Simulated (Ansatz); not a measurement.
The input, for Ansatz 0.2.0:

```yaml
crystal:
  periodic: [false, false, false]
  atoms:
    - {symbol: Si, position_ang: [0.000000, -0.005322, 0.594837]}
    - {symbol: B, position_ang: [0.000000, -0.077872, -1.247918]}
    - {symbol: H, position_ang: [0.000000, 1.150544, -0.760155]}
    - {symbol: H, position_ang: [0.000000, -0.167010, -2.429569]}
basis:
  gaussian: {orbitals: 6-31G}
magnetization: {spin_polarized: false, initial_magnetization: 3}
correlation: {method: fci, electrons: outside_noble_gas}
```

```sh
$ ansatz run in.yaml --threads 2 --pin off --events-out ev --progress --plain --max-ram 16896MiB --backend cuda --devices 0, --max-vram 18GiB
```

The program prints:

```
557 factors; integrals over basis functions are off by at most 1.4e-7 eV
mean field evaluation 1: about -8557.2712 eV, gradient 9.3e0 eV
mean field evaluation 2: about -8557.2734 eV, gradient 9.3e0 eV
mean field evaluation 4: about -8558.2179 eV, gradient 1.8e0 eV
mean field evaluation 8: about -8558.3996 eV, gradient 4.4e-1 eV
mean field evaluation 16: about -8558.4029 eV, gradient 1.8e-6 eV
mean field evaluation 32: about -8557.7222 eV, gradient 1.5e0 eV
mean field -8558.40290414 eV, -314.5155056334 hartree, gradient 1.9e-6 eV, S^2 3.750000; 4 other end points of the search recorded, 0 dependent functions left out
mean field evaluation 64: about -8558.2910 eV, gradient 1.2e0 eV
determinant -8558.40290414 eV, -314.5155056334 hartree, with singles and doubles -8561.27949027 eV, -314.6212182238 hartree
determinant -8557.77086490 eV, -314.4922786197 hartree, with singles and doubles -8560.66571549 eV, -314.5986624166 hartree
6 core orbitals not correlated: weight in the atoms' cores, before any rotation towards them, 1.000 or more for the frozen orbitals, at most 0.000 for the correlated occupied ones
reference -8558.40290414 eV, -314.5155056334 hartree; 6, 3 occupied and 14, 17 virtual orbitals, 557 factors
state -8561.39231457 eV, -314.6253644404 hartree
Total energy: -8561.39231457 eV, -314.6253644404 hartree
```

Natural occupations: 1.9700 1.9622 1.9308 1.0105 0.9947 0.9736 0.0406 0.0383 0.0278 0.0170 0.0073 0.0065 0.0056 0.0043 0.0035 0.0026 0.0018 0.0013 0.0011 0.0005.

Ran on 2 threads of AMD EPYC 7R13 with a shared H100 80 GB, shared host: 4.1 s wall, 0.9 GiB peak host memory.
